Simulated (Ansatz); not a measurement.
C2H6O, SMILES `CCO` (C–C–O–H torsion 58°) (charge 0, multiplicity 1).

Method: frozen-core CCSDT(Q)/cc-pVDZ // PBE0-D3(BJ)/def2-TZVP (Ansatz, an electronic-structure program).

Ansatz 0.2 input:
```yaml
crystal:
  periodic: [false, false, false]
  atoms:
    - { symbol: C, position_ang: [-0.82015, 0.295241, -0.268399] }
    - { symbol: C, position_ang: [0.331647, -0.513113, 0.287383] }
    - { symbol: O, position_ang: [1.457054, 0.280529, 0.603344] }
    - { symbol: H, position_ang: [-1.68893, -0.34214, -0.453389] }
    - { symbol: H, position_ang: [-0.548108, 0.765667, -1.21861] }
    - { symbol: H, position_ang: [-1.110175, 1.082257, 0.430845] }
    - { symbol: H, position_ang: [0.60391, -1.315719, -0.412742] }
    - { symbol: H, position_ang: [0.039826, -0.991789, 1.225103] }
    - { symbol: H, position_ang: [1.734927, 0.739067, -0.193533] }
basis:
  gaussian: { orbitals: cc-pVDZ }
correlation:
  method: ccsdt_q
```

Output:

```
Functional definition: HF
1379 factors; integrals over basis functions are off by at most 1.6e-7 eV
mean field evaluation 1: about -4190.8731 eV, gradient 3.1e1 eV
mean field evaluation 2: about -4190.8745 eV, gradient 3.1e1 eV
mean field evaluation 4: about -4193.0382 eV, gradient 3.1e0 eV
mean field evaluation 8: about -4193.0661 eV, gradient 8.0e-5 eV
mean field evaluation 16: about -4193.0649 eV, gradient 1.6e-1 eV
mean field -4193.06605560 eV, -154.0923353811 hartree, gradient 2.2e-6 eV, S^2 0.000000; 0 other end points of the search recorded, 0 dependent functions left out
3 core orbitals not correlated
reference -4193.06605560 eV, -154.0923353811 hartree; 10, 10 occupied and 59, 59 virtual orbitals, 1379 factors
second order -13.08311222 eV of doubles, -0.00000000 eV of singles
cycle   1  -13.72050583 eV  change   -6.4e-1 eV  update   8.2e-2
cycle   2  -14.28197158 eV  change   -5.6e-1 eV  update   3.1e-2
cycle   3  -14.49229873 eV  change   -2.1e-1 eV  update   1.5e-2
cycle   4  -14.47205503 eV  change    2.0e-2 eV  update   3.5e-3
cycle   5  -14.46872440 eV  change    3.3e-3 eV  update   1.8e-3
cycle   6  -14.47011358 eV  change   -1.4e-3 eV  update   6.6e-4
cycle   7  -14.47050122 eV  change   -3.9e-4 eV  update   2.6e-4
cycle   8  -14.47044352 eV  change    5.8e-5 eV  update   1.2e-4
cycle   9  -14.47041340 eV  change    3.0e-5 eV  update   3.7e-5
cycle  10  -14.47046048 eV  change   -4.7e-5 eV  update   1.7e-5
cycle  11  -14.47042275 eV  change    3.8e-5 eV  update   7.2e-6
cycle  12  -14.47042171 eV  change    1.0e-6 eV  update   2.4e-6
cycle  13  -14.47041942 eV  change    2.3e-6 eV  update   1.2e-6
cycle  14  -14.47041880 eV  change    6.2e-7 eV  update   4.6e-7
perturbative correction -0.02612651 eV, -0.0009601314 hartree
Total energy: -4207.56260090 eV, -154.6250735948 hartree
```
